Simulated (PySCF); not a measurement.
## CH3O, doublet in STO-3G: errors against full CI

Geometry: MP2(full)/6-31G*, from the G2/97 set.

```xyz
5

C    -0.0048   -0.6782    0.0000
O    -0.0048    0.7078    0.0000
H     1.0592   -0.9605    0.0000
H    -0.4635   -1.0961    0.9033
H    -0.4635   -1.0961   -0.9033
```

Basis STO-3G; PySCF 2.14.0. Correlated methods freeze the noble-gas cores, which leaves 13 electrons in 11 orbitals. R marks a restricted (for open shells ROHF) determinant, U an unrestricted one.

Full CI is exact within this basis and frozen core; it isn't the basis-set limit. The frozen core follows each run's orbitals, which can shift R against U totals by a few meV.

```
UHF ⟨S²⟩                          : 0.755
T1 diagnostic (RCCSD)             : 0.0103
largest doubles amplitude (RCCSD) : 0.062
T1 diagnostic (UCCSD)             : 0.0075
```

```tsv
level	E − E(full CI) (kJ/mol)	share of correlation (%)	wall time
RHF	246.9	0.00	–
UHF	243.2	1.49	–
RMP2	71.4	71.08	–
UMP2	70.2	71.57	–
RCCSD	2.5	99.00	–
UCCSD	2.5	99.01	–
RCCSD(T)	0.7	99.71	0.25 s
UCCSD(T)	0.7	99.71	0.14 s
RCCSDT	0.1	99.95	0.78 s
UCCSDT	0.1	99.96	0.77 s
```

The correlation energy at full CI, counted from RHF, is -2.559 eV. That run took 1.3 s on 1 thread of Arm Neoverse V1, shared host over 76,384 determinants.

Times are those of the correlated step on a shared host, with one SCF added for the restricted CCSD run; they ran on 1 thread of Arm Neoverse V1.

The full-CI state has the irrep A' of Cs, in the program's axes.

Natural occupations of full CI about the gap: 1.984 1.975 1.974 1.969 1.001 0.032 0.025 0.024 0.021; effectively unpaired electrons, Σ n²(2−n)², 1.02.
